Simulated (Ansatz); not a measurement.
# Which is lower?

The two ends of one reaction step of CH4FO, doublet (PBE0-D4/def2-TZVP).

A:

H1  (-0.380, -1.265, -0.241)
O2  (0.149, -2.063, -0.140)
C3  (-0.296, 1.169, -0.002)
F4  (0.948, 1.038, 0.453)
H5  (0.988, -1.747, 0.202)
H6  (-1.038, 1.373, 0.759)
H7  (-0.370, 1.496, -1.031)
(Å)

B:

H1  (-0.974, -0.045, -0.354)
O2  (0.632, -2.459, 0.015)
C3  (-0.382, 0.826, -0.067)
F4  (0.870, 0.390, 0.349)
H5  (0.958, -1.560, 0.211)
H6  (-0.856, 1.353, 0.762)
H7  (-0.249, 1.495, -0.917)
(Å)

Program: Ansatz 0.2.0. Basis: def2-TZVPP. Cores are frozen in the correlated methods; orbitals are unrestricted. B3LYP uses VWN-RPA correlation.

Q: Which structure is lower at CCSD(T), and by how much? (An estimate is asked for; the value comes from the calculation.)

A: By the calculation: A, by 54.6 kJ/mol (electronic energy, against the other). By their contacts, A is a complex of CH₂F ([CH2][F]) + H₂O and B is a complex of CH₃F ([CH3][F]) + OH.

All methods give the same order:

```json
{"method": "SPW92", "E(B) − E(A) (kJ/mol)": "100.8"}
{"method": "PBE-D4", "E(B) − E(A) (kJ/mol)": "74.2"}
{"method": "BLYP-D4", "E(B) − E(A) (kJ/mol)": "65.2"}
{"method": "r2SCAN-D4", "E(B) − E(A) (kJ/mol)": "66.1"}
{"method": "B97M-V", "E(B) − E(A) (kJ/mol)": "50.0"}
{"method": "PBE0-D4", "E(B) − E(A) (kJ/mol)": "60.4"}
{"method": "B3LYP-D4", "E(B) − E(A) (kJ/mol)": "56.6"}
{"method": "r2SCAN0-D4", "E(B) − E(A) (kJ/mol)": "56.4"}
{"method": "BHLYP-D4", "E(B) − E(A) (kJ/mol)": "38.0"}
{"method": "CAM-B3LYP-D4", "E(B) − E(A) (kJ/mol)": "57.4"}
{"method": "wB97X-V", "E(B) − E(A) (kJ/mol)": "53.3"}
{"method": "wB97M-V", "E(B) − E(A) (kJ/mol)": "56.6"}
{"method": "B2PLYP", "E(B) − E(A) (kJ/mol)": "57.9"}
{"method": "PBE-QIDH", "E(B) − E(A) (kJ/mol)": "57.9"}
{"method": "RPA on PBE", "E(B) − E(A) (kJ/mol)": "36.8"}
{"method": "HF", "E(B) − E(A) (kJ/mol)": "3.6"}
{"method": "MP2", "E(B) − E(A) (kJ/mol)": "71.9"}
{"method": "CCSD", "E(B) − E(A) (kJ/mol)": "50.0"}
{"method": "CCSD(T)", "E(B) − E(A) (kJ/mol)": "54.6"}
```

No T1 diagnostic of these runs exceeds 0.014. ⟨S²⟩ of the unrestricted Hartree–Fock references: 0.76 (a pure state has 0.75).

Labels in which every atom is bracketed show which atoms are joined, not bond orders.

For scale, one of the runs: CCSD(T)/def2-TZVPP, 149 basis functions, launched by `ansatz run in.yaml --threads 2 --pin off --events-out ev --progress --plain --max-ram 4352MiB`. Hardware: 2 CPU threads of an Intel Xeon 6975P-C, shared host. Wall time 40 s; peak host memory 2.7 GiB.
